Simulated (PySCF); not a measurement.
The first ionisation energy along the halogens

Calculated with PySCF 2.14 from differences of total energies of unrestricted determinants, without spin-orbit coupling. Values in eV. The last column holds reference values (NIST; (s) semi-empirical, (t) theoretical, else measured). Unmarked ones compare directly (S terms, centres of terms, or small fine structure); those marked * lie between the lowest fine-structure levels and include a spin-orbit shift.

```json
{"element": "F (aug-cc-pVDZ-DK, spin-free X2C)", "configurations": "[He] 2s2 2p5 → [He] 2s2 2p4", "UHF": "15.752", "MP2 (valence)": "17.154", "CCSDT (valence)": "17.103", "LDA": "17.983", "PBE": "17.683", "B2PLYP": "17.449", "reference": "17.427"}
{"element": "Cl (aug-cc-pVDZ-DK, spin-free X2C)", "configurations": "[Ne] 3s2 3p5 → [Ne] 3s2 3p4", "UHF": "11.811", "MP2 (valence)": "12.590", "CCSDT (valence)": "12.558", "LDA": "13.208", "PBE": "12.985", "B2PLYP": "12.858", "reference": "12.974"}
{"element": "Br (aug-cc-pVDZ-DK, spin-free X2C)", "configurations": "[Ar] 3d10 4s2 4p5 → [Ar] 3d10 4s2 4p4", "UHF": "10.783", "MP2 (valence)": "11.437", "CCSDT (valence)": "11.433", "LDA": "12.109", "PBE": "11.828", "B2PLYP": "11.732", "reference": "11.844"}
```

```
         method  elements  mean error (eV)  mean absolute error (eV)  largest error (eV)
            UHF         3           -1.300                     1.300              -1.675
  MP2 (valence)         3           -0.355                     0.355              -0.407
CCSDT (valence)         3           -0.383                     0.383              -0.415
            LDA         3            0.352                     0.352               0.556
            PBE         3            0.084                     0.095               0.257
         B2PLYP         3           -0.069                     0.083              -0.115
```

Errors include the incompleteness of the basis and the frozen core.

"Valence" correlates the outer s and p shells and, in groups 3 to 12 and the f block, the outer d or f shell, open or full, or the next shell where the ion has no valence electron left; the wider scheme adds the next inner shell.
